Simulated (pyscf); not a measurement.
Optimised with ωB97X-D3(BJ)/def2-SVP in PySCF.

Task: Estimate the classical barrier height and the reaction energy of Cl–Ge•(Cl)–Cl + H₂ → Cl–GeH(Cl)–Cl + H• at ωB97M-D3(BJ)/def2-TZVP. The step runs on the doublet surface, breaks H–H and forms Ge–H; take the separated reactants as zero.

Result: ΔE‡ = 115.2 kJ/mol, ΔE = +104.2 kJ/mol. Zero-point energy shifts the barrier by -4.9 kJ/mol. It is a hydrogen abstraction, with an imaginary mode of 758i cm⁻¹. This is the saddle that the search found; another between the same sides may lie lower. The angle at the transferred H is 180°. Elements up to Kr have no core potential and no relativistic terms here.
